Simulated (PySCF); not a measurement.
**A small calculation by hand: entropy of an ideal gas**

C2H3, SMILES [CH]=C (connectivity only; charge and spin as stated), charge +1, multiplicity 1.

The structure is a stationary point at B3LYP-D3(BJ)/def2-TZVP. The multiplicity is an assumed one; other spin states were not compared. The isomer is the one that the SMILES or the coordinates give; other isomers of the formula were not compared.

B3LYP-D3(BJ)/def2-TZVP in PySCF gives the harmonic wavenumbers 292, 657, 853, 1081, 1181, 1781, 3000, 3048, 3290 cm⁻¹ and the rotational temperatures 13.6348, 1.5923, 1.4258 K. The molar mass is 27.05 g/mol, the symmetry number 2, the spin multiplicity 1.

### Question
Work out the entropy at 298.15 K and 1 atm in the rigid-rotor, harmonic-oscillator model.

### Answer

Translation (Sackur–Tetrode at 1 atm): S = R[1.5 ln M + 2.5 ln T − 1.16487] = 149.9 J/(mol K).
Rotation: q = (√π/σ) T^1.5/√(θA θB θC) = 820, S = R[ln q + 3/2] = 68.3 J/(mol K).
Vibration: with u = 1.4388 ν/T, each mode gives R[u/(e^u − 1) − ln(1 − e^−u)]:
| ν (cm⁻¹) | modes | u | S (J/(mol K)) |
|---|---|---|---|
| 292 | 1 | 1.41 | 6.12 |
| 657 | 1 | 3.17 | 1.51 |
| 853 | 1 | 4.12 | 0.70 |
| 1081 | 1 | 5.22 | 0.28 |
| 1181 | 1 | 5.70 | 0.19 |
| 1781 | 1 | 8.59 | 0.01 |
The stiffer modes add less than 0.005 each. Sum 8.8 J/(mol K).
Spin: R ln 1 = 0.0 J/(mol K).
Total 226.9 J/(mol K); the program's own thermochemistry gives 226.9. Translation makes up 66 % and vibration 4 %. Anharmonicity, hindered rotation and orbital degeneracy are left out.
